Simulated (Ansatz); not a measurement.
**BNH4: small, medium and large basis sets**

How large a basis does BNH4 need? Two functionals and correlated methods are run in growing sets.

The runs use Ansatz 0.2.0, Gaussian basis; one geometry, several basis sets.

The runs, in order: PBE0-D4/def2-SVP; ωB97M-V/def2-SVP; PBE0-D4/def2-QZVPP; ωB97M-V/def2-QZVPP; CCSD(T)/cc-pV(D+d)Z; CCSD(T)/cc-pV(T+d)Z; CCSD(T)/cc-pV(Q+d)Z; the functionals' def2-TZVPP values are taken from earlier runs.

## (1) Structure used throughout

An earlier PBE0-D4 in a triple-zeta def2 set relaxation fixed the geometry.

SMILES `BN`, 6 atoms, charge 0, spin multiplicity 1.

Atoms are counted from 1 here; the program's logs count them from 0.

Bond lengths: B1–N2 1.385 Å, B1–H3 1.197 Å, B1–H4 1.197 Å, N2–H5 1.006 Å, N2–H6 1.006 Å. Angles: N2–B1–H3 119.0°, N2–B1–H4 119.0°, H3–B1–H4 122.0°, B1–N2–H5 123.2°, B1–N2–H6 123.2°, H5–N2–H6 113.5°.

## (2) PBE0-D4 in def2-SVP

Contents of in.yaml:

```yaml
crystal:
  periodic: [false, false, false]
  atoms:
    - {symbol: B, position_ang: [-0.128174, -0.679645, -0.025624]}
    - {symbol: N, position_ang: [0.146062, 0.677372, 0.010773]}
    - {symbol: H, position_ang: [0.225780, -1.368032, 0.887485]}
    - {symbol: H, position_ang: [-0.711995, -1.128714, -0.969244]}
    - {symbol: H, position_ang: [-0.121616, 1.313666, -0.720835]}
    - {symbol: H, position_ang: [0.632043, 1.121353, 0.771348]}
basis:
  gaussian: {orbitals: def2-SVP}
hamiltonian: {xc: pbe0, dispersion: d4}
output: {orbitals: {seedname: orbitals}}
```

The log of the run:

```text
Functional definition: PBE0
  name "PBE0"
  cite "Adamo & Barone, J. Chem. Phys. 110, 6158 (1999) doi:10.1063/1.478522"
  cite "Perdew, Burke & Ernzerhof, Phys. Rev. Lett. 77, 3865 (1996) doi:10.1103/PhysRevLett.77.3865"
  parent pbe
  parameter a = 0.25
  parameter kappa = 0.804
  parameter beta = 0.06672455060314922
  exchange = (1 - a)*pbe_x(kappa = kappa, mu = beta*pi^2/3) + a*exact_x
  correlation = pbe_c(beta = beta)
558 factors; their error is unknown
mean field evaluation 1: about -2223.7961 eV, gradient 4.4e1 eV
mean field evaluation 2: about -2220.4741 eV, gradient 5.8e1 eV
mean field evaluation 4: about -2227.7898 eV, gradient 1.2e0 eV
mean field evaluation 8: about -2227.7877 eV, gradient 1.3e-1 eV
mean field -2227.78774075 eV, -81.8696894237 hartree, gradient 3.1e-5 eV, S^2 0.000000; 0 other end points of the search recorded, 0 dependent functions left out
reference -2227.78776171 eV, -81.8696901942 hartree; 8, 8 occupied and 40, 40 virtual orbitals, 558 factors
Total energy: -2227.82521375 eV, -81.8710665310 hartree
```

It took 0.35 s on 2 threads, shared host.

## (3) ωB97M-V in def2-SVP

in.yaml, as its differences from that of step 2:

```diff
@@ -11,3 +11,3 @@
   gaussian: {orbitals: def2-SVP}
-hamiltonian: {xc: pbe0, dispersion: d4}
+hamiltonian: {xc: {name: wB97M-V}}
 output: {orbitals: {seedname: orbitals}}
```

The log of the run, shortened:

```text
Functional definition: wB97M-V
  name "wB97M-V"
  cite "Mardirossian & Head-Gordon, J. Chem. Phys. 144, 214110 (2016) doi:10.1063/1.4952647"
  cite "Becke, J. Chem. Phys. 107, 8554 (1997) doi:10.1063/1.475007"
  cite "Vydrov & Van Voorhis, J. Chem. Phys. 133, 244103 (2010) doi:10.1063/1.3521275"
  # Of w^i u^j: cxij and so on, Table III.
[...]
  gx(w, u) = 1 - cx + cx01*u + cx10*w
  gss(w, u) = css00 + css04*u^4 + css10*w + css20*w^2 + css43*w^4*u^3
  gos(w, u) = cos00 + cos10*w + (cos20 + cos21*u)*w^2 + (cos60 + cos61*u)*w^6
[...]
      + integral(e_c_pw_mod_opposite_spin*gos(b97_w_opposite, b97_u_opposite)) + vv10(b, c)
558 factors; their error is unknown
156 factors; integrals over basis functions are off by at most 1.7e-5 eV
[...]
mean field -2229.27664641 eV, -81.9244056975 hartree, gradient 4.1e-5 eV, S^2 0.000000; 0 other end points of the search recorded, 0 dependent functions left out
reference -2229.27667923 eV, -81.9244069036 hartree; 8, 8 occupied and 40, 40 virtual orbitals, 558 factors
Total energy: -2229.27667923 eV, -81.9244069036 hartree
```

Wall time 0.95 s (2 threads, shared host).

## (4) PBE0-D4 in def2-QZVPP

in.yaml, as its differences from that of step 3:

```diff
@@ -10,4 +10,4 @@
 basis:
-  gaussian: {orbitals: def2-SVP}
-hamiltonian: {xc: {name: wB97M-V}}
+  gaussian: {orbitals: "def2-QZVPP.json"}
+hamiltonian: {xc: pbe0, dispersion: d4}
 output: {orbitals: {seedname: orbitals}}
```

The log of the run:

```text
Functional definition: PBE0
  name "PBE0"
  cite "Adamo & Barone, J. Chem. Phys. 110, 6158 (1999) doi:10.1063/1.478522"
  cite "Perdew, Burke & Ernzerhof, Phys. Rev. Lett. 77, 3865 (1996) doi:10.1103/PhysRevLett.77.3865"
  parent pbe
  parameter a = 0.25
  parameter kappa = 0.804
  parameter beta = 0.06672455060314922
  exchange = (1 - a)*pbe_x(kappa = kappa, mu = beta*pi^2/3) + a*exact_x
  correlation = pbe_c(beta = beta)
628 factors; their error is unknown
mean field evaluation 1: about -2224.6030 eV, gradient 5.5e1 eV
mean field evaluation 2: about -2218.4421 eV, gradient 7.4e1 eV
mean field evaluation 4: about -2230.5038 eV, gradient 2.7e0 eV
mean field evaluation 8: about -2230.5242 eV, gradient 2.1e-2 eV
mean field evaluation 16: about -2230.5247 eV, gradient 1.8e-5 eV
mean field -2230.52471961 eV, -81.9702715417 hartree, gradient 1.8e-5 eV, S^2 0.000000; 0 other end points of the search recorded, 0 dependent functions left out
reference -2230.52475118 eV, -81.9702727018 hartree; 8, 8 occupied and 226, 226 virtual orbitals, 628 factors
Total energy: -2230.56220321 eV, -81.9716490386 hartree
```

It took 1.5 s on 2 threads, shared host; peak memory 0.36 GiB.

## (5) ωB97M-V in def2-QZVPP

in.yaml, as its differences from that of step 4:

```diff
@@ -11,3 +11,3 @@
   gaussian: {orbitals: "def2-QZVPP.json"}
-hamiltonian: {xc: pbe0, dispersion: d4}
+hamiltonian: {xc: {name: wB97M-V}}
 output: {orbitals: {seedname: orbitals}}
```

The log of the run, shortened:

```text
Functional definition: wB97M-V
  name "wB97M-V"
  cite "Mardirossian & Head-Gordon, J. Chem. Phys. 144, 214110 (2016) doi:10.1063/1.4952647"
  cite "Becke, J. Chem. Phys. 107, 8554 (1997) doi:10.1063/1.475007"
  cite "Vydrov & Van Voorhis, J. Chem. Phys. 133, 244103 (2010) doi:10.1063/1.3521275"
  # Of w^i u^j: cxij and so on, Table III.
[...]
  gx(w, u) = 1 - cx + cx01*u + cx10*w
  gss(w, u) = css00 + css04*u^4 + css10*w + css20*w^2 + css43*w^4*u^3
  gos(w, u) = cos00 + cos10*w + (cos20 + cos21*u)*w^2 + (cos60 + cos61*u)*w^6
[...]
      + integral(e_c_pw_mod_opposite_spin*gos(b97_w_opposite, b97_u_opposite)) + vv10(b, c)
628 factors; their error is unknown
205 factors; integrals over basis functions are off by at most 1.2e-5 eV
[...]
mean field -2232.16113939 eV, -82.0304088595 hartree, gradient 1.5e-5 eV, S^2 0.000000; 0 other end points of the search recorded, 0 dependent functions left out
reference -2232.16119061 eV, -82.0304107419 hartree; 8, 8 occupied and 226, 226 virtual orbitals, 628 factors
Total energy: -2232.16119061 eV, -82.0304107419 hartree
```

Wall time 3.3 s (2 threads, shared host); peak memory 0.45 GiB.

## (6) Functionals by basis

The def2-TZVPP values come from earlier runs at the same geometry.

| functional | basis | functions | energy (eV) | from the largest (eV) | HOMO (eV) | LUMO (eV) |
| --- | --- | --- | --- | --- | --- | --- |
| PBE0-D4 | def2-SVP | 48 | -2227.8252 | 2.737 | -8.57 | 0.57 |
| PBE0-D4 | def2-TZVPP | 118 | -2230.4182 | 0.144 | -8.70 | 0.23 |
| PBE0-D4 | def2-QZVPP | 234 | -2230.5622 | 0.000 | -8.72 | 0.13 |
| ωB97M-V | def2-SVP | 48 | -2229.2767 | 2.885 | -10.99 | 2.67 |
| ωB97M-V | def2-TZVPP | 118 | -2232.0244 | 0.137 | -11.12 | 2.06 |
| ωB97M-V | def2-QZVPP | 234 | -2232.1612 | 0.000 | -11.14 | 1.74 |

## (7) CCSD(T) in cc-pV(D+d)Z

in.yaml, as its differences from that of step 5:

```diff
@@ -10,4 +10,3 @@
 basis:
-  gaussian: {orbitals: "def2-QZVPP.json"}
-hamiltonian: {xc: {name: wB97M-V}}
-output: {orbitals: {seedname: orbitals}}
+  gaussian: {orbitals: "cc-pV(D+d)Z.json"}
+correlation: {method: ccsd_t}
```

The log of the run, shortened:

```text
Functional definition: HF
  name "HF"
  cite "Fock, Z. Phys. 61, 126 (1930) doi:10.1007/BF01340294"
  parent pbe
[...]
439 factors; integrals over basis functions are off by at most 1.3e-3 eV
[...]
mean field -2217.70865091 eV, -81.4992897040 hartree, gradient 1.8e-6 eV, S^2 0.000000; 0 other end points of the search recorded, 0 dependent functions left out
2 core orbitals not correlated: weight in the atoms' cores, before any rotation towards them, 1.000 or more for the frozen orbitals, at most 0.000 for the correlated occupied ones
reference -2217.70865091 eV, -81.4992897040 hartree; 6, 6 occupied and 40, 40 virtual orbitals, 439 factors
second order -7.20687782 eV of doubles, -0.00000000 eV of singles
cycle   1  -7.70378059 eV  change   -5.0e-1 eV  update   6.3e-2
[...]
cycle   8  -7.97163482 eV  change    8.2e-6 eV  update   1.2e-5
perturbative correction -0.19609015 eV, -0.0072061802 hartree
Total energy: -2225.87637588 eV, -81.7994480603 hartree
```

It took 0.35 s on 2 threads, shared host.

## (8) CCSD(T) in cc-pV(T+d)Z

in.yaml, as its differences from that of step 7:

```diff
@@ -10,3 +10,4 @@
 basis:
-  gaussian: {orbitals: "cc-pV(D+d)Z.json"}
+  gaussian: {orbitals: "cc-pV(T+d)Z.json"}
 correlation: {method: ccsd_t}
+output: {orbitals: {seedname: orbitals}}
```

The log of the run, shortened:

```text
Functional definition: HF
  name "HF"
  cite "Fock, Z. Phys. 61, 126 (1930) doi:10.1007/BF01340294"
  parent pbe
[...]
655 factors; integrals over basis functions are off by at most 1.2e-3 eV
[...]
mean field -2218.45258230 eV, -81.5266286785 hartree, gradient 2.6e-6 eV, S^2 0.000000; 0 other end points of the search recorded, 0 dependent functions left out
2 core orbitals not correlated: weight in the atoms' cores, before any rotation towards them, 1.000 or more for the frozen orbitals, at most 0.000 for the correlated occupied ones
reference -2218.45258230 eV, -81.5266286785 hartree; 6, 6 occupied and 108, 108 virtual orbitals, 655 factors
second order -8.91347226 eV of doubles, -0.00000000 eV of singles
cycle   1  -9.26782014 eV  change   -3.5e-1 eV  update   6.0e-2
[...]
cycle   9  -9.53836226 eV  change    7.5e-6 eV  update   3.9e-6
perturbative correction -0.33051476 eV, -0.0121461935 hartree
Total energy: -2228.32145932 eV, -81.8893032196 hartree
```

Wall time 1.9 s (2 threads, shared host); peak memory 0.4 GiB.

## (9) CCSD(T) in cc-pV(Q+d)Z

in.yaml, as its differences from that of step 8:

```diff
@@ -10,4 +10,3 @@
 basis:
-  gaussian: {orbitals: "cc-pV(T+d)Z.json"}
+  gaussian: {orbitals: "cc-pV(Q+d)Z.json"}
 correlation: {method: ccsd_t}
-output: {orbitals: {seedname: orbitals}}
```

The log of the run, shortened:

```text
Functional definition: HF
  name "HF"
  cite "Fock, Z. Phys. 61, 126 (1930) doi:10.1007/BF01340294"
  parent pbe
[...]
1335 factors; integrals over basis functions are off by at most 8.9e-4 eV
[...]
mean field -2218.62315146 eV, -81.5328969792 hartree, gradient 1.1e-6 eV, S^2 0.000000; 0 other end points of the search recorded, 0 dependent functions left out
2 core orbitals not correlated: weight in the atoms' cores, before any rotation towards them, 1.000 or more for the frozen orbitals, at most 0.000 for the correlated occupied ones
reference -2218.62315146 eV, -81.5328969792 hartree; 6, 6 occupied and 222, 222 virtual orbitals, 1335 factors
second order -9.51052971 eV of doubles, -0.00000000 eV of singles
cycle   1  -9.74768701 eV  change   -2.4e-1 eV  update   6.0e-2
[...]
cycle   9  -10.02405890 eV  change    4.1e-6 eV  update   4.7e-6
perturbative correction -0.36487449 eV, -0.0134088903 hartree
Total energy: -2229.01208485 eV, -81.9146832395 hartree
```

Run time: 17 s. Hardware: 2 threads, shared host; peak memory 2.6 GiB.

The pieces so far (eV):

| basis | HF | MP2 correlation | CCSD correlation | (T) | total |
| --- | --- | --- | --- | --- | --- |
| cc-pV(D+d)Z | -2217.7087 | -7.2069 | -7.9716 | -0.1961 | -2225.8764 |
| cc-pV(T+d)Z | -2218.4526 | -8.9135 | -9.5384 | -0.3305 | -2228.3215 |
| cc-pV(Q+d)Z | -2218.6232 | -9.5105 | -10.0241 | -0.3649 | -2229.0121 |

## (10) From triple and quadruple zeta to the limit

This step is arithmetic on the last runs, with X = 3 and 4: exp(−5.46√X) for Hartree-Fock, X^−3.05 for correlation.

| level | energy at the limit (eV) |
| --- | --- |
| HF | -2218.6745 |
| MP2 | -2228.6101 |
| CCSD | -2229.0444 |
| CCSD(T) | -2229.4337 |

| basis | HF above its limit (eV) | share of the MP2 correlation limit (%) |
| --- | --- | --- |
| cc-pV(D+d)Z | 0.966 | 72.5 |
| cc-pV(T+d)Z | 0.222 | 89.7 |
| cc-pV(Q+d)Z | 0.051 | 95.7 |

## (11) Summary of results

```
                                                                 quantity          value
                                   MP2 correlation recovered, cc-pV(D+d)Z         72.5 %
                                   MP2 correlation recovered, cc-pV(T+d)Z         89.7 %
                                   MP2 correlation recovered, cc-pV(Q+d)Z         95.7 %
CCSD(T) limit from def2 sets (earlier runs) less the limit of this series          5 meV
                          PBE0-D4: double and triple zeta above quadruple  2.74, 0.14 eV
                          ωB97M-V: double and triple zeta above quadruple  2.88, 0.14 eV
```

In words: For PBE0-D4 the step from double to triple zeta gains 2.59 eV and the next only 0.14 eV. In cc-pV(D+d)Z MP2 holds 73 % of its limit, in cc-pV(Q+d)Z 96 %, while Hartree-Fock is within 0.051 eV in the largest set. A limit from the def2 sets, made apart, differs by 5 meV, a least measure of the doubt on such a limit. Total energies overstate the basis error of differences, where much of it tends to cancel. The LUMO of ωB97M-V is positive and keeps falling with the basis (2.67 to 1.74 eV): an unbound level that the basis holds in place.

For PBE0-D4 the largest set took about 4 times as long as the smallest (1.5 s against 0.35 s).
